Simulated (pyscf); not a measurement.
Optimised with ωB97X-D3(BJ)/def2-SVP in PySCF.

**Question.** Estimate by transition-state theory the rate constant of gallane (GaH₃) + water (H₂O) → HO–GaH₂ + hydrogen (H₂) (singlet surface; Ga–H, H–O broken, Ga–O, H–H formed) at 900 K, with ωB97M-D3(BJ)/def2-TZVP energies (ideal gas, 1 atm, RRHO with modes under 100 cm⁻¹ raised to 100, one conformer, R ln 2 for chiral ones without a mode under 150 cm⁻¹; no tunnelling).

**Answer.** The electronic barrier is 10.0 kcal/mol and the thermal terms add +26.8, so ΔG‡ = 36.7 kcal/mol. With k_BT/h = 1.88e+13 s⁻¹ and RT = 1.788 kcal/mol, and a volume of 1.23e-19 cm³ per molecule at 1 atm, k = 2.8e-15 cm³ molecule⁻¹ s⁻¹. Wigner's tunnelling factor for 1306i cm⁻¹ would be 1.18. A shift of 1 kcal/mol in the barrier changes k by a factor 1.7. On the reactant side the descent ends in an adduct with a Ga–O contact, 15.9 kcal/mol under the separated species and 24.4 kcal/mol under the saddle at ωB97X-D3(BJ)/def2-TZVP. What is counted as formed (Ga–O) is already present as a longer contact in the reactant adduct; forming that adduct is a step of its own. At the saddle there is also a short Ga–H contact that neither side keeps. One saddle was located; it need not be the lowest between these sides. Elements up to Kr have no core potential and no relativistic terms here.
